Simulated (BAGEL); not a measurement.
# A workflow on C2H5B (SMILES BC=C)

Aim: the energy (HF/6-31G*), then a single-point energy (NEVPT2(2,2)/6-31G*), then the energy (CASPT2(2,2)/6-31G*) of C2H5B. 

Program for the calculation: BAGEL 1.2.2.

2 further runs of the same task are left out: 2 set aside as unsound or not needed.

### 1 The structure to begin with

The species is C2H5B (8 atoms), meant as a singlet with charge 0. As SMILES, `BC=C`. One bond was lengthened or shortened from a relaxed shape.

Bond lengths: B1–C2 1.304 Å, C2–C3 1.339 Å, B1–H4 1.199 Å, B1–H5 1.197 Å, C2–H6 1.089 Å, C3–H7 1.086 Å, C3–H8 1.087 Å. Angles: B1–C2–C3 120.5°, B1–C2–H6 121.7°, C3–C2–H6 117.7°, C2–B1–H4 118.7°, C2–B1–H5 122.0°, C2–C3–H7 120.6°, C2–C3–H8 123.0°, H4–B1–H5 119.3°, H7–C3–H8 116.4°.

### 2 A single-point energy at HF/6-31G(d) (density fitting with svp-jkfit, spherical functions) (run 1)

Input file hf.json:

```json
{ "bagel": [

{
  "title": "molecule",
  "basis": "6-31gs.json",
  "df_basis": "svp-jkfit",
  "geometry": [
    { "atom": "B", "xyz": [    -0.90330610,     1.48508474,    -1.01322768 ] },
    { "atom": "C", "xyz": [     0.60849181,     0.51684010,     0.67557709 ] },
    { "atom": "C", "xyz": [     0.86832915,    -1.99233825,     0.87966751 ] },
    { "atom": "H", "xyz": [    -2.05074780,     0.08593152,    -2.37553125 ] },
    { "atom": "H", "xyz": [    -1.17467077,     3.71874102,    -1.23904996 ] },
    { "atom": "H", "xyz": [     1.69584022,     1.69980865,     1.96021291 ] },
    { "atom": "H", "xyz": [    -0.17517761,    -3.25505325,    -0.35791413 ] },
    { "atom": "H", "xyz": [     2.10572182,    -2.87956467,     2.25916758 ] }
  ]
},

{ "title": "hf" },

{ "title": "print", "file": "orbitals.molden", "orbitals": true }

]}
```

The basis set 6-31G* is read from a file made from the Basis Set Exchange's data (not shown).

The run is started by

```console
BAGEL_NUM_THREADS=1 BAGEL hf.json > hf.out
```

Standard output:

```text
* using 1 threads per process

  ===============================================================
  ===============================================================

  *** Geometry ***

  { "atom" : "B", "xyz" : [     -0.903306,      1.485085,     -1.013228 ] },
  { "atom" : "C", "xyz" : [      0.608492,      0.516840,      0.675577 ] },
  { "atom" : "C", "xyz" : [      0.868329,     -1.992338,      0.879668 ] },
  { "atom" : "H", "xyz" : [     -2.050748,      0.085932,     -2.375531 ] },
  { "atom" : "H", "xyz" : [     -1.174671,      3.718741,     -1.239050 ] },
  { "atom" : "H", "xyz" : [      1.695840,      1.699809,      1.960213 ] },
  { "atom" : "H", "xyz" : [     -0.175178,     -3.255053,     -0.357914 ] },
  { "atom" : "H", "xyz" : [      2.105722,     -2.879565,      2.259168 ] },

  Number of auxiliary basis functions:      315

  Since a DF basis is specified, we compute 2- and 3-index integrals:
    o Being stored without compression. Storage requirement is 0.007 GB

  Number of basis functions:       52
  Number of electrons      :       22

    * METHOD: MOLECULE                             0.08

  *** RHF ***

  === Nuclear Repulsion ===
    61.1547738201

      * DIIS with orbital gradients will be used.

  === RHF iteration (6-31gs.json) ===
      0       -103.14586293          0.02234133           0.01
      1       -103.22412438          0.00925918           0.01
      2       -103.23876733          0.00255257           0.01
      3       -103.24005810          0.00057309           0.01
      4       -103.24012394          0.00011887           0.01
      5       -103.24013123          0.00004930           0.01
      6       -103.24013248          0.00001817           0.01
      7       -103.24013265          0.00000430           0.01
      8       -103.24013265          0.00000073           0.01
      9       -103.24013265          0.00000021           0.01
     10       -103.24013265          0.00000011           0.01
     11       -103.24013265          0.00000002           0.01
     12       -103.24013265          0.00000000           0.01
    * SCF iteration converged.

    * Permanent dipole moment:
           (   -0.406582,     0.659603,    -0.439646) a.u.

    * METHOD: HF                                   0.21

    * METHOD: PRINT                                0.01

  ===============================================================
```

Run time: 0.44 s. Hardware: 1 thread of Arm Neoverse V1, shared host; peak memory 0.084 GiB.

### 3 A single-point energy at NEVPT2(2,2)/6-31G(d) (density fitting with svp-jkfit, spherical functions) (run 2)

Input file input.json:

```json
{ "bagel" : [

{
  "title" : "molecule",
  "basis" : "6-31gs.json",
  "df_basis" : "svp-jkfit",
  "angstrom" : false,
  "geometry" : [
    { "atom" : "B", "xyz" : [    -0.90330610,     1.48508474,    -1.01322768 ] },
    { "atom" : "C", "xyz" : [     0.60849181,     0.51684010,     0.67557709 ] },
    { "atom" : "C", "xyz" : [     0.86832915,    -1.99233825,     0.87966751 ] },
    { "atom" : "H", "xyz" : [    -2.05074780,     0.08593152,    -2.37553125 ] },
    { "atom" : "H", "xyz" : [    -1.17467077,     3.71874102,    -1.23904996 ] },
    { "atom" : "H", "xyz" : [     1.69584022,     1.69980865,     1.96021291 ] },
    { "atom" : "H", "xyz" : [    -0.17517761,    -3.25505325,    -0.35791413 ] },
    { "atom" : "H", "xyz" : [     2.10572182,    -2.87956467,     2.25916758 ] }
  ]
},

{ "title" : "hf" },

{ "title" : "casscf", "nstate" : 1, "nact" : 2, "nclosed" : 10, "active" : [4, 34], "maxiter" : 200, "natocc" : true },

{ "title" : "nevpt2", "nstate" : 1, "nact" : 2, "nclosed" : 10, "active" : [4, 34], "maxiter" : 200, "natocc" : true, "ncore" : 3 },

{ "title" : "print", "file" : "orbitals.molden", "orbitals" : true }

]}
```

The basis set 6-31G* is read from a file made from the Basis Set Exchange's data (not shown).

The run is started by

```console
BAGEL_NUM_THREADS=1 BAGEL input.json > input.out
```

Standard output:

```text
* using 1 threads per process

  ===============================================================
  ===============================================================

  *** Geometry ***

  { "atom" : "B", "xyz" : [     -0.903306,      1.485085,     -1.013228 ] },
  { "atom" : "C", "xyz" : [      0.608492,      0.516840,      0.675577 ] },
  { "atom" : "C", "xyz" : [      0.868329,     -1.992338,      0.879668 ] },
[... 4 lines of this table left out ...]
  { "atom" : "H", "xyz" : [      2.105722,     -2.879565,      2.259168 ] },

  Number of auxiliary basis functions:      315

  Since a DF basis is specified, we compute 2- and 3-index integrals:
    o Being stored without compression. Storage requirement is 0.007 GB

[... 18 lines left out ...]
    * SCF iteration converged.
[... 1 line left out ...]
    * Permanent dipole moment:
[... 27 lines left out ...]
    * Second-order optimization converged. *
[... 1 line left out ...]
     guess   0:   closed 1.                   open ..

  === FCI iteration ===

      0  0      -103.24008042     8.34e-02      0.00
      1  0      -103.25055833     5.26e-04      0.00
      2  0 *    -103.25055908     4.44e-16      0.00

     * ci vector, state   0, <S^2> = 0.0000
       2.     0.9980315188
       .2    -0.0627143316

    * METHOD: CASSCF                               0.70

    * freezing 3 orbitals

  === DF-NEVPT2 calculation ===

    * 3-index integral transformation done
    * assembly done

      NEVPT2 correlation energy:   -0.3072211065      0.05

          (+0)     -0.2246545636
          (+0)'    -0.0322564268
          (+1)     -0.0051928480
          (+1)'    -0.0000000000
          (+2)     -0.0003033450
          (-1)     -0.0369346887
          (-1)'     0.0000000000
          (-2)     -0.0078792344

      NEVPT2 total energy:       -103.5577801844

    * METHOD: NEVPT2                               0.07

    * METHOD: PRINT                                0.01

  ===============================================================
```

Wall time 1.2 s (1 thread of Arm Neoverse V1, shared host); peak memory 0.14 GiB.

### 4 A single-point energy at CASPT2(2,2)/6-31G(d) (density fitting with svp-jkfit, spherical functions) (run 3)

Input file job.json:

```json
{ "bagel": [

{
  "title": "molecule",
  "basis": "6-31gs.json",
  "df_basis": "svp-jkfit",
  "angstrom": false,
  "geometry": [
    { "atom": "B", "xyz": [ -0.90330610,  1.48508474, -1.01322768 ] },
    { "atom": "C", "xyz": [  0.60849181,  0.51684010,  0.67557709 ] },
    { "atom": "C", "xyz": [  0.86832915, -1.99233825,  0.87966751 ] },
    { "atom": "H", "xyz": [ -2.05074780,  0.08593152, -2.37553125 ] },
    { "atom": "H", "xyz": [ -1.17467077,  3.71874102, -1.23904996 ] },
    { "atom": "H", "xyz": [  1.69584022,  1.69980865,  1.96021291 ] },
    { "atom": "H", "xyz": [ -0.17517761, -3.25505325, -0.35791413 ] },
    { "atom": "H", "xyz": [  2.10572182, -2.87956467,  2.25916758 ] }
  ]
},
{ "title": "hf" },
{ "title": "casscf", "nstate": 1, "nact": 2, "nclosed": 10, "active": [4, 34], "maxiter": 200, "natocc": true },
{ "title": "print", "file": "orbitals.molden", "orbitals": true },
{ "title": "smith", "method": "caspt2", "ms": true, "xms": true, "sssr": true, "shift": 0.2, "shift_imag": true, "ncore": 3 }

]}
```

The basis set 6-31G* is read from a file made from the Basis Set Exchange's data (not shown).

The run is started by

```console
BAGEL_NUM_THREADS=1 BAGEL job.json > job.out
```

Standard output:

```text
* using 1 threads per process

  ===============================================================
  ===============================================================

  *** Geometry ***

  { "atom" : "B", "xyz" : [     -0.903306,      1.485085,     -1.013228 ] },
  { "atom" : "C", "xyz" : [      0.608492,      0.516840,      0.675577 ] },
  { "atom" : "C", "xyz" : [      0.868329,     -1.992338,      0.879668 ] },
[... 4 lines of this table left out ...]
  { "atom" : "H", "xyz" : [      2.105722,     -2.879565,      2.259168 ] },

  Number of auxiliary basis functions:      315

  Since a DF basis is specified, we compute 2- and 3-index integrals:
    o Being stored without compression. Storage requirement is 0.007 GB

[... 18 lines left out ...]
    * SCF iteration converged.
[... 1 line left out ...]
    * Permanent dipole moment:
[... 27 lines left out ...]
    * Second-order optimization converged. *
[... 9 lines left out ...]
     * ci vector, state   0, <S^2> = 0.0000
[... 16 lines left out ...]
    * Zeroth order energy : state  0       -1.5047046441
[... 4 lines left out ...]
       #      aibj      arbs      arbi      airj      risj      airs      arst      rist         Etot      error   time
[... 10 lines left out ...]
      ------------------------------------------------------------------------------------------------------------------

    * CASPT2 energy : state  0     -103.5618316741
        w/o shift correction       -103.5598492219
        reference weight              0.8976924129

    * METHOD: SMITH                                0.18

  ===============================================================
```

Wall time 1.3 s (1 thread of Arm Neoverse V1, shared host); peak memory 0.15 GiB.

### 5 Results

| quantity | value |
| --- | --- |
| run 1, HF/6-31G*: total energy | -103.24013 Eh |
| run 1, HF/6-31G*: dipole moment | 2.26 D |
| run 1, HF/6-31G*: HOMO energy | -11.08 eV |
| run 1, HF/6-31G*: LUMO energy | 2.00 eV |
| run 1, HF/6-31G*: HOMO–LUMO gap | 13.08 eV |
| run 2, NEVPT2(2,2)/6-31G*: total energy | -103.55778 Eh |
| run 3, CASPT2(2,2)/6-31G*: total energy | -103.56183 Eh |
